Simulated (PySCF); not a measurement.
Run record for `OCCCCC` (1-pentanol): PBE0/IGLO-II, start guess atom, TDA, 1 singlet.

Method: TDA PBE0/IGLO-II, vertical, gas phase, core orbitals frozen in the response (PySCF 2.14.0, density-fitted response routines). Geometry: GFN2-xTB. The input is one job of a driver script: a line of settings, then coordinates in Å.

Command:
```bash
OMP_NUM_THREADS=1 python probes_run.py task.json out
```

Input:
```
{"job": {"kind": "uv", "xc": "PBE0", "basis": "IGLO-II", "nstates": 1, "ntriplets": 2, "tda": true, "scf": {"guess": "atom"}}, "charge": 0, "multiplicity": 1}
C      2.741557     0.156539     0.414029
C      1.421515     0.620796    -0.189428
C      0.257390    -0.282399     0.212949
C     -1.062714     0.187320    -0.391337
C     -2.230627    -0.710255     0.018017
O     -3.452861    -0.310526    -0.555910
H      2.979794    -0.852037     0.083375
H      2.687101     0.156837     1.500562
H      3.551211     0.816492     0.111381
H      1.213985     1.642299     0.138091
H      1.506094     0.633437    -1.278403
H      0.170960    -0.297258     1.302323
H      0.460563    -1.303850    -0.115927
H     -0.990042     0.194294    -1.481075
H     -1.267889     1.211498    -0.064135
H     -2.064545    -1.730877    -0.334408
H     -2.311813    -0.734534     1.115591
H     -3.618439     0.608542    -0.317347
```

**Question.** What does the run print?

**Answer.** 
```
final grid: 131712 points
cycle   1  E = -272.2913941099  dE =  1.709e+00  |g| = 1.353e+00  |ddm| = 3.068e+00
cycle   2  E = -272.1297860782  dE =  1.616e-01  |g| = 1.573e+00  |ddm| = 2.317e+00
cycle   3  E = -272.7220444812  dE = -5.923e-01  |g| = 1.205e-01  |ddm| = 1.475e+00
cycle   4  E = -272.7235205301  dE = -1.476e-03  |g| = 7.764e-02  |ddm| = 1.187e-01
cycle   5  E = -272.7246433331  dE = -1.123e-03  |g| = 9.880e-03  |ddm| = 6.043e-02
cycle   6  E = -272.7246607643  dE = -1.743e-05  |g| = 4.196e-03  |ddm| = 1.149e-02
cycle   7  E = -272.7246645897  dE = -3.825e-06  |g| = 5.761e-04  |ddm| = 3.117e-03
cycle   8  E = -272.7246646654  dE = -7.577e-08  |g| = 1.208e-04  |ddm| = 5.598e-04
cycle   9  E = -272.7246646687  dE = -3.292e-09  |g| = 3.372e-05  |ddm| = 1.438e-04
cycle  10  E = -272.7246646690  dE = -2.415e-10  |g| = 1.016e-05  |ddm| = 2.943e-05
converged SCF energy = -272.7246646690

Static polarisability (au): isotropic 64.096, principal 56.863 60.313 75.113

Singlet excitations
state   eV       nm        f      main configurations
  1   7.2872    170.1   0.00451   H->L 0.85, H->L+1 0.10

Triplet excitations (Tamm-Dancoff, eV): 6.8906 7.9002
```

H and L stand for HOMO and LUMO; the number after each pair is its weight.

**Question.** Give the mean polarisability as a volume in Å³, and the ratio of the largest to the smallest principal value.

**Answer.** 64.096 au × 0.148185 = 9.50 Å³; 75.113/56.863 = 1.32.

**Question.** Give S1 in cm⁻¹ and kJ/mol.

**Answer.** 7.2872 eV × 8065.54 = 58775 cm⁻¹; × 96.485 = 703.1 kJ/mol.

In short: SCF converged in 10 cycles with 204 basis and 737 fitting functions; HOMO -7.59 eV, LUMO 1.34 eV; lowest singlet 7.29 eV; lowest triplet 6.89 eV (Tamm–Dancoff); mean polarisability 64.1 au.

Time: 23 s; peak memory 0.80 GiB. Hardware: one thread of an Intel Xeon Platinum 8488C (shared host).

Shape of the structure used: `[CH3:1][CH2:2][CH2:3][CH2:4][CH2:5][OH:6]`: C1–C2–C3–C4 180°, C2–C3–C4–C5 180°, C3–C4–C5–O6 -179°, H–O6–C5–C4 -56°.

One conformer stands for the species.
